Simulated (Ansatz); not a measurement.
Mulliken charges of C₃H₄F₂O (`FC(F)C1CO1`) from PBE/def2-TZVPP in Ansatz (PBE0-D4/def2-TZVP geometry).

```json
{"atom": "F1", "x (Å)": "0.075", "y (Å)": "-2.159", "z (Å)": "0.771", "charge (e)": "-0.158"}
{"atom": "C2", "x (Å)": "0.577", "y (Å)": "-1.049", "z (Å)": "0.179", "charge (e)": "0.251"}
{"atom": "F3", "x (Å)": "1.165", "y (Å)": "-1.443", "z (Å)": "-0.980", "charge (e)": "-0.162"}
{"atom": "C4", "x (Å)": "-0.523", "y (Å)": "-0.081", "z (Å)": "-0.120", "charge (e)": "0.043"}
{"atom": "C5", "x (Å)": "-0.238", "y (Å)": "1.346", "z (Å)": "-0.166", "charge (e)": "-0.001"}
{"atom": "O6", "x (Å)": "-0.882", "y (Å)": "0.762", "z (Å)": "0.954", "charge (e)": "-0.272"}
{"atom": "H7", "x (Å)": "1.339", "y (Å)": "-0.620", "z (Å)": "0.838", "charge (e)": "0.046"}
{"atom": "H8", "x (Å)": "-1.346", "y (Å)": "-0.493", "z (Å)": "-0.700", "charge (e)": "0.096"}
{"atom": "H9", "x (Å)": "-0.860", "y (Å)": "1.987", "z (Å)": "-0.783", "charge (e)": "0.079"}
{"atom": "H10", "x (Å)": "0.776", "y (Å)": "1.697", "z (Å)": "0.011", "charge (e)": "0.077"}
```

Q: By hand: the dipole of these point charges (1 e Å = 4.8032 D).

A: Σ q r = (0.086, 0.311, -0.272) e Å, of length 0.422 e Å = 2.03 D.

Q: How does the dipole of the full density compare? (Best estimate.)

A: Ansatz gave: (0.077, 0.369, -0.199) e Å, 2.05 D; the point charges give 0.99 times that, at 13° from its direction.

Point charges leave out the atoms' own dipoles, such as those of lone pairs, and Mulliken's split depends on the basis, so the close match here is no proof of good charges.
